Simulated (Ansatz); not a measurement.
# Zinc-blende MgS (metastable phase), band gap

Reference value: 4.78 ± 0.1 eV (measured, temperature not stated, extrapolated in composition from an alloy gap of 4.19 eV, direct; extrapolated from a Zn0.2Mg0.8S0.645Se0.355 epilayer; as tabulated in Lucero et al. (2012), arXiv:1111.4515).

| level (code) | value (eV) |
|---|---|
| LDA (Ansatz) | 3.29 (direct) |
| BLYP (Ansatz) | 3.71 (direct) |
| r²SCAN (Ansatz) | 4.26 (direct) |
| PBE0 (Ansatz) | … |

**Question.** Complete the blanks.

**Answer.** 
- PBE0 (Ansatz, an electronic-structure program), value (eV): 5.32 (direct)

Differences against the reference: LDA -1.49 eV, BLYP -1.07 eV, r²SCAN -0.52 eV, PBE0 +0.54 eV.

Once the reference is moved by up to 0.33 eV (a margin picked here for doubts on the reference and the settings, and for temperature and zero-point motion) and values within 0.03 eV count as equal, the nearest can be r²SCAN (-0.52 eV) or PBE0 (+0.54 eV). Among them LDA (-1.49 eV) misses by most.

Semilocal Kohn–Sham gaps run low as a rule, and all computed gaps are for a static lattice, while measured ones hold electron–phonon shifts unless said otherwise.  Values are at the measured cell. Cutoffs and k meshes differ between the levels. Ansatz's density-functional and Hartree–Fock values are scalar-relativistic unless marked +SOC, with PAW data made under PBE.

Differences are worked out from the printed values.
